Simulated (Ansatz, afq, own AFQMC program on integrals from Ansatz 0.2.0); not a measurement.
# SiGe$_{3}$H$_{10}$, singlet: AFQMC among the cluster methods

```yaml
atoms:
  - { symbol: Ge, position_ang: [-0.2583, 2.4642, 0.3210] }
  - { symbol: Si, position_ang: [0.5626, 0.5216, 1.4373] }
  - { symbol: Ge, position_ang: [-0.4204, -1.4645, 0.5482] }
  - { symbol: Ge, position_ang: [0.1623, -1.7594, -1.7901] }
  - { symbol: H, position_ang: [-1.7873, 2.5665, 0.4832] }
  - { symbol: H, position_ang: [0.3822, 3.7412, 0.8977] }
  - { symbol: H, position_ang: [0.0649, 2.3920, -1.1841] }
  - { symbol: H, position_ang: [0.2656, 0.6287, 2.9013] }
  - { symbol: H, position_ang: [2.0485, 0.4463, 1.2680] }
  - { symbol: H, position_ang: [-1.9557, -1.3829, 0.6815] }
  - { symbol: H, position_ang: [0.0562, -2.6936, 1.3506] }
  - { symbol: H, position_ang: [-0.3762, -0.5808, -2.6232] }
  - { symbol: H, position_ang: [-0.4378, -3.0668, -2.3404] }
  - { symbol: H, position_ang: [1.6934, -1.8125, -1.9509] }
```

Basis def2-SVP. Noble-gas cores (and the filled d shells of Ga–Kr and In–Xe) are frozen. Integrals, coupled cluster, full CI and functionals: Ansatz 0.2.0; the random walks run on the same integrals in our own AFQMC program. The CISD trial takes its coefficients from CCSD amplitudes. Released means that phaseless walkers are propagated on without the constraint, phases kept. Error bars are statistical, one sigma. No spin–orbit coupling.

Determinant: RHF, the one that the program's search chose, which needn't be the lowest solution. The geometry is a PBE0/def2-SVP stationary point of this or a neighbouring charge and spin state.

No full CI on the walks' own integrals is used here. The released AFQMC energy serves as the reference, which it does only where one determinant dominates, the energy is flat over the last release times and near the phaseless one (40 meV or 2 meV an electron, half that with transition metals). On small molecules, where full CI could be run and the noise was under 10 meV, such values lay within 10 meV of it in 19 cases of 20, a flattering rate, since the rule was set on those same cases; what remains of the bias isn't in the error bar.

Cautions: no relativity below Rb; no spin-orbit coupling; inner d shell frozen; the released value is read at 0.90 1/Eh with a noise of 13 meV, more than in the cases checked (meV from the phaseless value at times in 1/Eh: -12 ± 9 at 0.21, -6 ± 10 at 0.42, -15 ± 10 at 0.63, -19 ± 13 at 0.90).

* T1 diagnostic: 0.0119
* weight of the determinant in the CISD state: 0.768
* size of the correlated space: 26 electrons in 117 orbitals

| level | correlation energy (eV) |
| --- | --- |
| MP2 | -10.9387 |
| CCSD | -13.2643 |
| CCSD(T) | -13.6315 |

(1) Estimate where phaseless AFQMC with a CISD trial lies against CCSD(T) on the same integrals.

(1) 2.01 ± 0.27 mEh below CCSD(T).

Reference: AFQMC with the constraint released, correlation energy -13.705 ± 0.013 eV.

```json
{"level": "CCSD(T)", "E − E(reference) (mEh)": "2.71 ± 0.47", "share of correlation (%)": "99.46"}
{"level": "ph-AFQMC/HF", "E − E(reference) (mEh)": "-1.77 ± 1.54", "share of correlation (%)": "100.35"}
{"level": "ph-AFQMC/CISD", "E − E(reference) (mEh)": "0.71 ± 0.54", "share of correlation (%)": "99.86"}
```

Released energies are given only where the last usable release times agree within the noise; a slower fall can still hide under it.
